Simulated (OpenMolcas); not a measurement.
**Predicting a hybrid from its neighbours: C4H4 (1-buten-3-yne)**

C4H4 has 8 atoms, charge 0, and is taken as a singlet. SMILES: `C#CC=C`. The shape is that of a PBE0-D4/def2-TZVP optimisation.

The HOMO–LUMO gap y, in eV, basis cc-pVDZ; a is the functional's share of exact exchange. Programs: OpenMolcas 26.06.

```
functional     program     a  y (eV)
       PBE  OpenMolcas     0    4.29
    r2SCAN  OpenMolcas     0    4.64
     B3LYP  OpenMolcas   0.2       ?
      PBE0  OpenMolcas  0.25    6.32
     BHLYP  OpenMolcas   0.5    8.35
```

**Question.** Fit y = c + s·a to the known rows and predict B3LYP.

**Answer.** 
1. Means of the 4 rows: a = 0.1875, y = 5.900.
2. Σ(Δa)² = 0.17188, Σ(Δa·Δy) = 1.33, so the slope is 1.33/0.17188 = 7.738.
3. Intercept: 5.900 − (7.738) × 0.1875 = 4.449. The largest residual of the fit is 0.19.
4. B3LYP: 4.449 + (7.738) × 0.2 = 6.00 eV.

The run gave 5.89 eV, so the prediction is off by +0.11 eV, within the scatter of the fit. Exact exchange lowers occupied levels and raises empty ones. The rows mix families of semi-local functionals, which the line can't see.
